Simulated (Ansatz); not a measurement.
# triplet OH(+): levels of theory in one basis

```xyz
2

O     0.0102   -0.0106   -0.5676
H     0.0405   -0.0268    0.5079
```

Basis set: def2-SVP (spherical functions). Frozen core: 1 orbital. Correlation on ROHF uses semicanonical orbitals with singles. Charge 1, multiplicity 3.

Computed with Ansatz (development build ahead of 0.2.0); each method stands on the lowest determinant of its kind that the runs found.

```json
{"method": "ROHF", "E − E(ROHF) (eV)": "0.00", "<S²> of the determinant": "–"}
{"method": "UHF", "E − E(ROHF) (eV)": "-0.23", "<S²> of the determinant": "2.02"}
{"method": "ROHF-MP2", "E − E(ROHF) (eV)": "-3.13", "<S²> of the determinant": "–"}
{"method": "UHF-MP2", "E − E(ROHF) (eV)": "-3.15", "<S²> of the determinant": "2.02"}
{"method": "ROHF-CCSD(T)", "E − E(ROHF) (eV)": "-3.70", "<S²> of the determinant": "–"}
{"method": "UHF-CCSD(T)", "E − E(ROHF) (eV)": "-3.70", "<S²> of the determinant": "2.02"}
```
